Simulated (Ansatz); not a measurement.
# AlH₂+ (triplet): wave-function methods side by side at distance Al1–H2 = 3.875 Å, cc-pVQZ

How much of the correlation energy of AlH₂+ (triplet) does each wave-function method recover here?

Program: Ansatz 0.2.0, Gaussian basis. Level of theory: cc-pVQZ, core rule «outside noble gas», up to 5 orbitals frozen. These are calculated values, not measurements.

Plan: UHF; CCSD(T) on ROHF; CCSD(T) on UHF; BCCD(T) on ROHF; CCSDT(Q) on ROHF; CCSDT(Q) on UHF; CASSCF and MRCISD+Q, 4 electrons in 6 orbitals; CASSCF and NEVPT2, 4 electrons in 6 orbitals; Full CI.

4 further runs of the same task are left out: 4 for a known fault of the program. Runs told in other sessions of the task aren't counted.

## (1) The system

The geometry derives from a PBE0/def2-TZVP stationary point (not a proven minimum). One bond is set to the value named and the two fragments are kept rigid.

3 atoms, charge 1, spin multiplicity 3.

Atoms are counted from 1 here; the program's logs count them from 0.

Bond lengths: Al1–H3 1.722 Å.

## (2) UHF

The input, in.yaml:

```yaml
crystal:
  periodic: [false, false, false]
  atoms:
    - {symbol: Al, position_ang: [0.000000, -0.039087, -0.165906]}
    - {symbol: H, position_ang: [0.000000, 1.984982, 3.138450]}
    - {symbol: H, position_ang: [0.000000, -0.938666, 1.302685]}
basis:
  gaussian: {orbitals: cc-pVQZ}
total_charge: 1
magnetization: {spin_polarized: true, initial_magnetization: 2}
hamiltonian: {xc: hf}
output: {orbitals: {seedname: orbitals}}
```

Run with:

```console
> ansatz run in.yaml --threads 1 --pin off --events-out ev --progress --plain --max-ram 4096MiB --backend cpu
```

Further steps of the session: CCSD(T) on ROHF; CCSD(T) on UHF; BCCD(T) on ROHF; CCSDT(Q) on ROHF; CCSDT(Q) on UHF; CASSCF and MRCISD+Q, 4 electrons in 6 orbitals; CASSCF and NEVPT2, 4 electrons in 6 orbitals; Full CI.

**Question.** What will the summary of the whole plan be? Wanted: FCI from the RHF energy; RMP2 from FCI; UMP2 from FCI; RCCSD from FCI; RCCSD(T) from FCI; UCCSD(T) from FCI; RCCSDT(Q) from FCI; UCCSDT(Q) from FCI; NEVPT2 valence from FCI.

The runs gave:

```
                         quantity                                                                                                              value
          FCI from the ROHF energy                                                                                                         -1.5159 eV
                    RMP2 from FCI                                                                                                     +9.58 kcal/mol
                    UMP2 from FCI                                                                                                     +8.90 kcal/mol
                   RCCSD from FCI                                                                                                     +0.83 kcal/mol
                RCCSD(T) from FCI                                                                                                     +0.19 kcal/mol
                UCCSD(T) from FCI                                                                                                     +0.14 kcal/mol
               RCCSDT(Q) from FCI                                                                                                      0.00 kcal/mol
               UCCSDT(Q) from FCI                                                                                                     -0.03 kcal/mol
          NEVPT2 valence from FCI                                                                                                     +3.64 kcal/mol
        MRCISD+Q valence from FCI                                                                                                     +0.20 kcal/mol
levels within 1 kcal/mol (43 meV)  RCCSD, UCCSD, RCCSD(T), UCCSD(T), BCCD(T), RCCSDT, UCCSDT, RCCSDT(Q), UCCSDT(Q), MRCISD valence, MRCISD+Q valence
                    T1 diagnostic                                                                                                              0.050
   effectively unpaired electrons                                                                                                               2.03
```

What this shows: RCCSD(T) lands +0.19 kcal/mol from the yardstick (0.5 % of the correlation energy). The occupations are near whole numbers, but T1 = 0.050 shows that the orbitals relax strongly. Of the multireference levels listed MRCISD+Q valence comes nearest in total energy (+0.20 kcal/mol), which doesn't show that its space is the better one. These misses are within one basis, not against nature; the frozen cores of restricted and unrestricted runs differ, which can shift their rows.

Levels on UHF freeze UHF's core orbitals, full CI those of ROHF, so the U rows can settle a little off it for that reason alone.
